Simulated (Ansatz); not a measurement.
in.yaml

```yaml
crystal:
  periodic: [false, false, false]
  atoms:
    - {symbol: B, position_ang: [-0.114206, -0.000529, 0.095527]}
    - {symbol: H, position_ang: [0.311271, 0.522407, -0.996565]}
    - {symbol: H, position_ang: [0.657304, 0.042583, 0.981331]}
    - {symbol: H, position_ang: [0.256375, -0.559318, -1.009377]}
basis:
  gaussian: {orbitals: cc-pVDZ}
magnetization: {spin_polarized: true, initial_magnetization: 2}
hamiltonian: {xc: hf}
output: {orbitals: {seedname: orbitals}}
```

```sh
$ ansatz run in.yaml --threads 1 --pin off --events-out ev --progress --plain --max-ram 2393MiB
```

Output:

```
261 factors; integrals over basis functions are off by at most 1.3e-3 eV
mean field evaluation 1: about -713.7208 eV, gradient 8.5e0 eV
mean field evaluation 2: about -713.7215 eV, gradient 8.5e0 eV
mean field evaluation 4: about -714.5727 eV, gradient 7.9e-1 eV
mean field evaluation 8: about -714.5870 eV, gradient 2.8e-3 eV
mean field -714.58704000 eV, -26.2605893556 hartree, gradient 1.5e-5 eV, S^2 2.006507; 0 other end points of the search recorded, 0 dependent functions left out
reference -714.58704000 eV, -26.2605893556 hartree; 5, 3 occupied and 24, 26 virtual orbitals, 261 factors
Total energy: -714.58704000 eV, -26.2605893556 hartree
```

Ran on 1 thread of Intel Xeon Platinum 8259CL, shared host: 0.15 s wall, 0.08 GiB peak host memory.
